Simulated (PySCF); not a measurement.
## How well do the runs reproduce experiment for diiminomethane?

**What was measured.**

NIST CCCBDB Release 22 (SRD 101), experimental dipoles lists, for the gas: dipole moment 1.9 ± 0.05 D.

How close the calculation comes is told at the end.

Compound: diiminomethane, CH2N2.
Atom-mapped SMILES: `[NH:1]=[C:2]=[NH:3]` (hydrogens: H4 on N1; H5 on N3)

Geometry (PBE0-D3(BJ)/def2-SVP, Å), atoms numbered from 1 in this order:
```
atom  x, y, z in Å
N1    -1.176   -0.265    0.152
C2     0.000    0.000    0.026
N3     1.176    0.265   -0.101
H4    -1.963   -0.226   -0.472
H5     1.963    0.226    0.524
```

Runs made with PySCF (gas phase, on this PBE0-D3(BJ)/def2-SVP geometry; no spin–orbit coupling):

```
                             level                                                                            job  basis functions
PBE0-D3(BJ)/def2-SVP, grid level 1                                    geometry optimisation from an MMFF94s start               52
                      KT2/pcSseg-2                                                                     shieldings              136
                    PBE0/def2-SVPD  10 singlets by full TDDFT, 4 Tamm–Dancoff triplets, polarisability, ΔSCF ions               76
                   B3LYP/def2-SVPD  10 singlets by full TDDFT, 4 Tamm–Dancoff triplets, polarisability, ΔSCF ions               76
                      HF/def2-SVPD        10 singlets by TDHF, 4 Tamm–Dancoff triplets, polarisability, ΔSCF ions               76
                 LC-wPBE/def2-SVPD  10 singlets by full TDDFT, 4 Tamm–Dancoff triplets, polarisability, ΔSCF ions               76
                     PBE/def2-SVPD  10 singlets by full TDDFT, 4 Tamm–Dancoff triplets, polarisability, ΔSCF ions               76
                       PBE0/6-31G*             10 singlets by full TDDFT, 4 Tamm–Dancoff triplets, polarisability               46
                      PBE0/6-31+G*             10 singlets by full TDDFT, 4 Tamm–Dancoff triplets, polarisability               58
                  PBE0/aug-cc-pVDZ             10 singlets by full TDDFT, 4 Tamm–Dancoff triplets, polarisability               87
                  PBE0/aug-cc-pVTZ             10 singlets by full TDDFT, 4 Tamm–Dancoff triplets, polarisability              184
                   PBE0/def2-TZVPD             10 singlets by full TDDFT, 4 Tamm–Dancoff triplets, polarisability              129
```

All basis functions are spherical.

**Comparison with experiment**

**Dipole moment.** Measured: 1.9 D (NIST CCCBDB Release 22 (SRD 101), experimental dipoles).

| level | computed (D) | computed − measured (D) | % (from the printed values) |
| --- | --- | --- | --- |
| PBE0-D3(BJ)/def2-SVP | 0.00 | -1.90 | -100 |
| KT2/pcSseg-2 | 0.00 | -1.90 | -100 |
| PBE0/def2-SVPD | 0.00 | -1.90 | -100 |
| B3LYP/def2-SVPD | 0.00 | -1.90 | -100 |
| HF/def2-SVPD | 0.00 | -1.90 | -100 |
| LC-wPBE/def2-SVPD | 0.00 | -1.90 | -100 |
| PBE/def2-SVPD | 0.00 | -1.90 | -100 |
| PBE0/6-31G* | 0.00 | -1.90 | -100 |
| PBE0/6-31+G* | 0.00 | -1.90 | -100 |
| PBE0/aug-cc-pVDZ | 0.00 | -1.90 | -100 |
| PBE0/aug-cc-pVTZ | 0.00 | -1.90 | -100 |
| PBE0/def2-TZVPD | 0.00 | -1.90 | -100 |

12 of the 20 levels run are shown, the closest and the furthest among them. All 20 levels lie below the measurement. The computed dipoles belong to one fixed geometry; measured ones are averaged over vibrations unless marked μe. Magnitudes are compared, not signs.

No measured geometry was used, and the causes of the misses weren't examined.
